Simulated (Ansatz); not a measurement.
Ansatz (a quantum-chemistry and plane-wave program) input (PBE0/def2-QZVPP):
A basis named .json is the Basis Set Exchange file of that set.

Ansatz 0.2 input:
```yaml
crystal:
  periodic: [false, false, false]
  atoms:
    - {symbol: O, position_ang: [-1.26170112, 0.44861239, -0.01279754]}
    - {symbol: S, position_ang: [-0.01151049, -0.41288437, -0.00531408]}
    - {symbol: O, position_ang: [1.28472211, 0.37715635, 0.02342570]}
basis:
  gaussian:
    orbitals: def2-QZVPP.json
hamiltonian:
  xc: {name: PBE0}
total_charge: -1
magnetization: {spin_polarized: true, initial_magnetization: 1}
```

Output:

```
Functional definition: PBE0
integrals: 0.07 GiB planned
728 factors; their error is unknown
mean field: 0.86 GiB planned
mean field evaluation 1: about -14922.7474 eV, gradient 2.4e1 eV
mean field evaluation 2: about -14918.7639 eV, gradient 4.3e1 eV
mean field evaluation 4: about -14924.8039 eV, gradient 8.0e-1 eV
mean field evaluation 8: about -14924.8203 eV, gradient 2.1e-2 eV
mean field evaluation 16: about -14924.8203 eV, gradient 4.4e-5 eV
mean field -14924.82032150 eV, -548.4770304086 hartree, gradient 4.4e-5 eV, S^2 0.756717; 0 other end points of the search recorded, 0 dependent functions left out
reference -14924.82034281 eV, -548.4770311919 hartree; 17, 16 occupied and 167, 168 virtual orbitals, 728 factors
Total energy: -14924.82034281 eV, -548.4770311919 hartree
```
